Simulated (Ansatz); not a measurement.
Results of r²SCAN+rVV10 (Ansatz, a program for electronic structure, plane waves, PAW) for bcc Fe.

Settings: plane-wave cutoff 560 eV, 26×26×26 k mesh, Fermi–Dirac smearing 0.05 eV, spin-polarised with parallel moments, scalar-relativistic PAW data made under PBE.

Properties against volume:

```json
[
 {"V (Å³/atom)": "10.943", "P (GPa)": "13.02", "moment (μB per cell of 1 atoms)": "2.56"},
 {"V (Å³/atom)": "11.176", "P (GPa)": "8.09", "moment (μB per cell of 1 atoms)": "2.59"},
 {"V (Å³/atom)": "11.409", "P (GPa)": "3.72", "moment (μB per cell of 1 atoms)": "2.61"},
 {"V (Å³/atom)": "11.642", "P (GPa)": "-0.17", "moment (μB per cell of 1 atoms)": "2.63"},
 {"V (Å³/atom)": "11.874", "P (GPa)": "-3.30", "moment (μB per cell of 1 atoms)": "2.66"},
 {"V (Å³/atom)": "12.107", "P (GPa)": "-6.18", "moment (μB per cell of 1 atoms)": "2.69"},
 {"V (Å³/atom)": "12.340", "P (GPa)": "-9.02", "moment (μB per cell of 1 atoms)": "2.71"}
]
```
